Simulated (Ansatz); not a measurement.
# Molecular dynamics, step by step

CH$_{3}$Si (SMILES C=[SiH+]) (charge +1), closed shell, HF/def2-SVP (Ansatz 0.2.0). Settings (timestep in fs, temperature in K; T counts 9 degrees of freedom):

```yaml
hamiltonian: {xc: hf}
md: {n_steps: 60, timestep: 0.25, temperature: 1000, ensemble: nve, seed: 194, initial_velocities: maxwell_boltzmann}
```

Start (the SMILES describes the start alone):

C1  (-0.317, -0.681, 0.089)
Si2  (0.411, 0.881, -0.117)
H3  (-0.412, -1.140, 1.070)
H4  (-0.700, -1.248, -0.756)
H5  (1.018, 2.187, -0.286)
(Å)

```tsv
step	time (fs)	potential energy less the start (meV)	kinetic energy (meV)	T (K)
0	0.00	0.0	387.8	1000
4	1.00	-15.9	403.8	1041
8	2.00	-6.1	394.2	1017
12	3.00	-15.3	403.4	1040
16	4.00	-31.1	418.9	1080
20	5.00	-13.0	400.8	1034
24	6.00	40.2	347.8	897
28	7.00	95.6	292.5	754
32	8.00	127.0	261.1	673
36	9.00	141.8	246.1	635
40	10.00	170.3	217.6	561
44	11.00	217.6	170.5	440
48	12.00	234.4	153.9	397
52	13.00	178.0	210.1	542
56	14.00	86.7	301.1	776
60	15.00	23.5	364.3	939
```

Step 16, positions (Å) and forces (eV/Å):

| atom | x | y | z | Fx | Fy | Fz |
| --- | --- | --- | --- | --- | --- | --- |
| C1 | -0.274 | -0.658 | 0.086 | 0.156 | 0.912 | 0.754 |
| Si2 | 0.391 | 0.862 | -0.118 | 0.350 | 0.748 | 0.245 |
| H3 | -0.451 | -1.022 | 1.115 | 0.075 | -0.109 | -0.788 |
| H4 | -0.734 | -1.089 | -0.785 | -0.224 | -0.681 | -0.165 |
| H5 | 1.146 | 2.162 | -0.230 | -0.357 | -0.870 | -0.046 |

Step 20, positions (Å) and forces (eV/Å):

```json
{"atom": "C1", "x": "-0.262", "y": "-0.649", "z": "0.087", "Fx": "-0.635", "Fy": "-0.006", "Fz": "-0.473"}
{"atom": "Si2", "x": "0.386", "y": "0.858", "z": "-0.118", "Fx": "0.747", "Fy": "1.529", "Fz": "0.197"}
{"atom": "H3", "x": "-0.458", "y": "-0.992", "z": "1.108", "Fx": "-0.009", "Fy": "-0.347", "Fz": "-0.401"}
{"atom": "H4", "x": "-0.753", "y": "-1.069", "z": "-0.809", "Fx": "0.268", "Fy": "-0.317", "Fz": "0.762"}
{"atom": "H5", "x": "1.172", "y": "2.139", "z": "-0.216", "Fx": "-0.371", "Fy": "-0.859", "Fz": "-0.085"}
```

Step 56, positions (Å) and forces (eV/Å):

```tsv
atom	x	y	z	Fx	Fy	Fz
C1	-0.207	-0.624	0.078	-2.002	-2.989	1.001
Si2	0.357	0.856	-0.118	1.511	3.543	-0.086
H3	-0.543	-0.948	1.070	0.321	-0.090	-0.148
H4	-0.777	-1.061	-0.717	-0.071	-0.674	-0.575
H5	1.414	1.841	-0.169	0.241	0.211	-0.191
```

Last step (60):

| atom | x (Å) | y (Å) | z (Å) |
| --- | --- | --- | --- |
| C1 | -0.2081 | -0.6320 | 0.0803 |
| Si2 | 0.3567 | 0.8616 | -0.1179 |
| H3 | -0.5436 | -0.9573 | 1.0603 |
| H4 | -0.7904 | -1.1024 | -0.7306 |
| H5 | 1.4604 | 1.8262 | -0.1745 |

The run took about 66 s on 2 CPU threads of an AMD EPYC (shared host).
